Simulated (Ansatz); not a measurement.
# C2H2FNO: the cost of one run

Method: RHF/def2-SVPD, in Ansatz 0.2.0.

**1. Starting point**

Bond lengths: N1–C2 1.253 Å, C2–O3 1.308 Å, C2–C4 1.436 Å, O3–C4 1.571 Å, C4–F5 1.314 Å, N1–H6 1.094 Å, C4–H7 1.089 Å. Angles: N1–C2–O3 141.5°, N1–C2–C4 148.7°, O3–C2–C4 69.7°, C2–N1–H6 105.0°, C2–O3–C4 59.0°, C2–C4–O3 51.3°, C2–C4–F5 123.3°, C2–C4–H7 118.4°, O3–C4–F5 120.3°, O3–C4–H7 113.9°, F5–C4–H7 114.4°.

Structure file:

```xyz
7

N    -1.0326   -0.2395    1.2633
C    -0.3131    0.0701    0.2859
O     0.0673    1.1053   -0.4175
C     0.6457   -0.3269   -0.7071
F     1.8996   -0.6056   -0.4282
H    -1.4862    0.7007    1.5899
H     0.2806   -0.7722   -1.6319
```

**2. Relaxing end A**

Contents of input.yaml:

```yaml
crystal:
  periodic: [false, false, false]
  atoms:
    - { symbol: "N", position_ang: [-1.0326, -0.2395, 1.2633] }
    - { symbol: C, position_ang: [-0.3131, 0.0701, 0.2859] }
    - { symbol: O, position_ang: [0.0673, 1.1053, -0.4175] }
    - { symbol: C, position_ang: [0.6457, -0.3269, -0.7071] }
    - { symbol: F, position_ang: [1.8996, -0.6056, -0.4282] }
    - { symbol: H, position_ang: [-1.4862, 0.7007, 1.5899] }
    - { symbol: H, position_ang: [0.2806, -0.7722, -1.6319] }
basis:
  gaussian: { orbitals: def2-SVPD }
hamiltonian:
  xc: hf
relax:
  f_tol: 0.015
  max_steps: 40
```

Command:

```
ansatz run input.yaml --threads 2 --pin off --max-ram 3072MiB --backend cpu --events-out ev --progress --plain --runs-dir out
```

**Question.** How long does this run take on 2 threads of AMD EPYC 7R13 (Zen 3), shared host, and how much memory does it need?

About 15 s, with a peak of 0.27 GiB.
